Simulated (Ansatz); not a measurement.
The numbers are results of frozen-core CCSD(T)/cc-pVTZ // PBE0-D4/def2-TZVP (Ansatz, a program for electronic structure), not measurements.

Ansatz 0.2 input:
```yaml
crystal:
  periodic: [false, false, false]
  atoms:
    - { symbol: C, position_ang: [1.916252, -0.514163, 0.192052] }
    - { symbol: C, position_ang: [0.765015, 0.008701, 0.589809] }
    - { symbol: C, position_ang: [-0.260152, 0.617504, -0.307619] }
    - { symbol: C, position_ang: [-1.607449, -0.09021, -0.216585] }
    - { symbol: H, position_ang: [2.201894, -0.518842, -0.855819] }
    - { symbol: H, position_ang: [2.616627, -0.951249, 0.894555] }
    - { symbol: H, position_ang: [0.517478, -0.007217, 1.650902] }
    - { symbol: H, position_ang: [-0.394111, 1.671789, -0.035326] }
    - { symbol: H, position_ang: [0.10466, 0.604793, -1.339272] }
    - { symbol: H, position_ang: [-1.989338, -0.078852, 0.807639] }
    - { symbol: H, position_ang: [-1.520172, -1.134456, -0.525173] }
    - { symbol: H, position_ang: [-2.350708, 0.392202, -0.855166] }
basis:
  gaussian: { orbitals: cc-pVTZ }
correlation:
  method: ccsd_t
```

Output:

```
Functional definition: HF
1298 factors; integrals over basis functions are off by at most 1.1e-3 eV
mean field evaluation 1: about -4246.3444 eV, gradient 3.3e1 eV
mean field evaluation 2: about -4246.3450 eV, gradient 3.3e1 eV
mean field evaluation 4: about -4249.3973 eV, gradient 3.4e0 eV
mean field evaluation 8: about -4249.4367 eV, gradient 1.3e-4 eV
mean field evaluation 16: about -4249.4391 eV, gradient 2.1e-1 eV
mean field -4249.43672018 eV, -156.1639190950 hartree, gradient 2.0e-6 eV, S^2 0.000000; 0 other end points of the search recorded, 0 dependent functions left out
4 core orbitals not correlated
reference -4249.43672018 eV, -156.1639190950 hartree; 12, 12 occupied and 216, 216 virtual orbitals, 1298 factors
second order -18.60329131 eV of doubles, -0.00000000 eV of singles
cycle   1  -19.24532385 eV  change   -6.4e-1 eV  update   8.5e-2
cycle   2  -19.72148777 eV  change   -4.8e-1 eV  update   2.6e-2
cycle   3  -19.79919726 eV  change   -7.8e-2 eV  update   1.1e-2
cycle   4  -19.79733320 eV  change    1.9e-3 eV  update   2.9e-3
cycle   5  -19.79806058 eV  change   -7.3e-4 eV  update   9.7e-4
cycle   6  -19.79816724 eV  change   -1.1e-4 eV  update   2.6e-4
cycle   7  -19.79811927 eV  change    4.8e-5 eV  update   7.0e-5
cycle   8  -19.79812812 eV  change   -8.9e-6 eV  update   2.9e-5
perturbative correction -0.81691278 eV, -0.0300209908 hartree
Total energy: -4270.05176108 eV, -156.9215078746 hartree
```

Cost: about 7 core-minutes (a rough figure).
